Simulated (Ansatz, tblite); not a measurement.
Spin states of Li₂H₂⁺, each relaxed with PBE-D4/def2-TZVP in Ansatz. Electronic energies in the gas phase.

The xTB rows come from tblite. Correlated methods freeze no core orbitals; core or outer-core shells of Li are correlated, in sets that lack core-valence functions. HOMO above LUMO, or a gap near zero within one spin, warns that the state may not be the lowest or that an electron is smeared out. In the doublet, H3 and H4 lie 1.29 Å apart (atoms count from 1), so these atoms are partly bonded to each other. In the quartet geometry the species has come apart into loosely held pieces. The structure comes from a short search, and lower isomers may exist.

Doublet geometry (D2h within 0.1 Å):

Cartesian coordinates in Å:
```
Li -0.3002 -0.3990 1.5508
Li 0.2922 0.4086 -1.5498
H 0.2552 0.5544 0.1933
H -0.2472 -0.5640 -0.1943
```

Quartet geometry (D2h within 0.1 Å):

```
atom   x (Å)   y (Å)   z (Å)
 Li1  -0.754   2.219   2.903
 Li2   0.755  -2.218  -2.904
  H3   1.556   0.066   0.354
  H4  -1.556  -0.067  -0.353
```

⟨S²⟩: doublet 0.75 at PBE0-D4/def2-TZVP (pure 0.75), quartet 3.75 at PBE0-D4/def2-TZVP (pure 3.75).

Run but left out: HF/def2-TZVPP, MP2/def2-TZVPP, CCSD/def2-TZVPP, CCSD(T)/def2-TZVPP (flagged by the program: other roots).

Only these spin states were relaxed. The quartet has fallen apart into loose fragments. The quartet has other bonds than the doublet, so the gap mixes isomer and spin.

Task: Estimate which spin state lies lowest at each of these levels, and by how much: GFN1-xTB; GFN2-xTB; HF/STO-3G; HF/def2-TZVP; PBE-D4/def2-TZVP; BLYP-D4/def2-TZVP; r2SCAN-D4/def2-TZVP; r2SCANh-D4/def2-TZVP; PBE0-D4/def2-TZVP; BHLYP-D4/def2-TZVP; B2PLYP/def2-TZVP; PBE-QIDH/def2-TZVP.

Result: 
| level | quartet − doublet (kJ/mol) | lowest of these | remarks |
| --- | --- | --- | --- |
| GFN1-xTB | 702.8 | doublet | – |
| GFN2-xTB | 518.6 | doublet | – |
| HF/STO-3G | 408.2 | doublet | – |
| HF/def2-TZVP | 358.3 | doublet | – |
| PBE-D4/def2-TZVP | 435.4 | doublet | gap within one spin near zero (quartet) |
| BLYP-D4/def2-TZVP | 453.1 | doublet | gap within one spin near zero (quartet) |
| r2SCAN-D4/def2-TZVP | 459.9 | doublet | gap within one spin near zero (quartet) |
| r2SCANh-D4/def2-TZVP | 463.1 | doublet | – |
| PBE0-D4/def2-TZVP | 446.1 | doublet | – |
| BHLYP-D4/def2-TZVP | 477.1 | doublet | – |
| B2PLYP/def2-TZVP | 470.9 | doublet | – |
| PBE-QIDH/def2-TZVP | 458.8 | doublet | – |

Change of the quartet − doublet gap on mixing in exact exchange, in kJ/mol: PBE to PBE0 (25 % exact exchange) 10.7; BLYP to BHLYP (50 % exact exchange) 24.1; r2SCAN to r2SCANh (10 % exact exchange) 3.1. The xTB methods have no term that favours high spin, so they put low spin too low.
